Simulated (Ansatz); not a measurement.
`N#CC(F)F` + H₂ → `N#CCF` + H–F  (hydrogenolysis of a C–F bond)

Computed with Ansatz on PBE0-D4/def2-TZVP structures; ΔE is electronic, products minus reactants. CCSD(T)/CBS is the MP2 limit (def2-TZVPP, def2-QZVPP) plus CCSD(T) − MP2 in def2-TZVPP, frozen cores. This one scheme is used for every species. DFT in def2-TZVPP. B3LYP here is the variant with VWN-RPA as its local correlation; programs differ in this.

(1) Is it downhill or uphill in electronic energy at CCSD(T)/CBS, and by how much? (Best estimate.)

(2) What do these levels give: B97M-V, B3LYP-D4, BHLYP-D4, CAM-B3LYP-D4, ωB97M-V, revPBE, r2SCAN0, BHLYP, LC-ωPBE, RPA@PBE/def2-TZVPP, MP2/def2-SVP, CCSD(T)/def2-SVP? (An estimate is asked.)

Largest T1 diagnostic among the species: 0.013.

## Answers

(1) The calculation gave: Downhill: ΔE = -0.97 eV.

(2) The calculation gave: B97M-V -0.82, B3LYP-D4 -0.86, BHLYP-D4 -0.92, CAM-B3LYP-D4 -0.85, ωB97M-V -0.85, revPBE -0.85, r2SCAN0 -0.88, BHLYP -0.93, LC-ωPBE -0.91, RPA@PBE/def2-TZVPP -0.85, MP2/def2-SVP -0.73, CCSD(T)/def2-SVP -0.70 eV.

From PBE to PBE0 (25 % exact exchange), in def2-TZVPP and without D4, ΔE moves by −0.08 eV. Leaving LDA and LC-ωPBE aside and taking each functional with its dispersion term where it has one, the values, not all of them listed here, spread over 0.15 eV, from PBE-QIDH to r2SCAN-D4. LDA lies +0.06 eV from PBE without D4.
